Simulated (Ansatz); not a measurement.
Rutile CrO2 was calculated with rVV10 in Ansatz (plane waves, PAW).

Numerical settings: plane-wave cutoff 520 eV, 12×12×18 k mesh (along the axes of the cell as run), Fermi–Dirac smearing 0.05 eV, spin-polarised with parallel moments, scalar-relativistic PAW data made under PBE.

Equation-of-state points:

```
V (Å³/atom)  E − E_lowest (meV/atom)  P (GPa)
-----------  -----------------------  -------
9.333                          12.28    10.53
9.527                           2.94     4.96
9.721                           0.00    -0.01
9.916                           2.74    -4.42
10.110                         10.54    -8.34
```

Problem. Estimate the bulk modulus from the pressures at 9.527 and 9.916 Å³/atom, and compare it with a fit to all energies.

Solution. B = −V dP/dV. Between V = 9.527 and 9.916 Å³/atom, dP/dV = (-4.42 − (4.96))/(9.916 − 9.527) = -24.1 GPa per Å³/atom; at the midpoint 9.721 Å³/atom this gives B ≈ 234 GPa. The third-order Birch–Murnaghan fit gives V0 = 9.721 Å³/atom, B0 = 234 GPa, B′ = 4.9, which lies within 1 % of that estimate.

Shape and atoms are relaxed at each volume.

Measured, for comparison: bulk modulus 242 ± 2 GPa (temperature not stated, not corrected to a static lattice, equation of state from high-pressure X-ray diffraction; as tabulated in Datta et al. (2023), arXiv:2307.04584). Computed (rounded) less measured: bulk modulus -3 %.

Note: the bulk modulus comes from volumes at which shape and atoms were relaxed.

Ansatz is a quantum-chemistry and plane-wave program.
